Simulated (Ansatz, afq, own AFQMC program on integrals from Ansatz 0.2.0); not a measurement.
BH3 + N, quartet: a scan with AFQMC

```xyz
5

B    -1.2844    0.0000    0.0000
H    -1.8811    1.0336    0.0000
H    -1.8811   -1.0336    0.0000
H    -0.0909    0.0000    0.0000
N     1.2686    0.0000    0.0000
```

A hydrogen atom is moved from one rigid fragment to the other; the B1–H4 distance tells how far. The two fragments are held close together, so this isn't a minimum-energy path and the start is a compressed complex. Energies in eV count from this geometry (1.194 Å) at the same level; the start stands on UHF, each point on the determinant named.

Basis cc-pVTZ. Noble-gas cores (and the filled d shells of Ga–Kr and In–Xe) are frozen. Integrals, coupled cluster, full CI and functionals: Ansatz 0.2.0; the random walks run on the same integrals in our own AFQMC program. ph-AFQMC/CISD is guided by a CISD state made of CCSD amplitudes; releasing the constraint for a short imaginary time cuts its bias at the price of noise, slowly where states lie close. ± is one standard error of the sampling.

Cautions, each for one point or more: lower spins were not checked; the ph-AFQMC/CISD walk drifts between its halves.

```json
{"r(B1–H4) / Å": "1.285", "det.": "UHF", "T1": "0.015", "weight": "0.90", "⟨S²⟩": "3.78", "MP2": "0.174", "PBE": "0.029", "CCSD(T)": "0.149"}
{"r(B1–H4) / Å": "1.330", "det.": "UHF", "T1": "0.015", "weight": "0.90", "⟨S²⟩": "3.78", "MP2": "0.266", "PBE": "0.066", "CCSD(T)": "0.233"}
{"r(B1–H4) / Å": "1.376", "det.": "UHF", "T1": "0.015", "weight": "0.90", "⟨S²⟩": "3.78", "MP2": "0.348", "PBE": "0.114", "CCSD(T)": "0.314"}
{"r(B1–H4) / Å": "1.422", "det.": "UHF", "T1": "0.015", "weight": "0.90", "⟨S²⟩": "3.78", "MP2": "0.418", "PBE": "0.171", "CCSD(T)": "0.388"}
{"r(B1–H4) / Å": "1.513", "det.": "UHF", "T1": "0.015", "weight": "0.90", "⟨S²⟩": "3.78", "MP2": "0.555", "PBE": "0.347", "CCSD(T)": "0.549"}
```

Q: Estimate the curve of CCSDT(Q), counted from the same start.

A: 
```
r(B1–H4) / Å  det.     T1  weight  ⟨S²⟩  CCSDT(Q)  ph-AFQMC/CISD  released AFQMC
       1.285   UHF  0.015    0.90  3.78     0.146  0.145 ± 0.007   0.146 ± 0.013
       1.330   UHF  0.015    0.90  3.78     0.229  0.224 ± 0.006   0.236 ± 0.011
       1.376   UHF  0.015    0.90  3.78     0.310  0.312 ± 0.007   0.322 ± 0.011
       1.422   UHF  0.015    0.90  3.78     0.384  0.386 ± 0.007   0.395 ± 0.013
       1.513   UHF  0.015    0.90  3.78     0.546  0.554 ± 0.007               –
```

Weight is that of the determinant in the CISD state; at the start T1 is 0.014 and the weight 0.90, and ⟨S²⟩ is 3.77. A dash marks a missing value, a released energy that hasn't settled or a functional that sits on another state. Largest departures from CCSDT(Q), at the points where its series has closed: CCSD(T) 0.004 eV at 1.376 (on UHF), ph-AFQMC/CISD 0.009 eV at 1.513 (on UHF) (within the noise), released AFQMC 0.012 eV at 1.376 (on UHF) (within the noise), MP2 0.039 eV at 1.376 (on UHF), PBE -0.212 eV at 1.422. Functionals count only at points shown to share the start's state and spin.

A walk keeps the symmetry of its determinant, which the program's search chose and which needn't be the lowest solution, so a lower state of the same spin and another symmetry isn't excluded. Released energies are given only where the last usable release times agree within the noise; a slower fall can still hide under it.
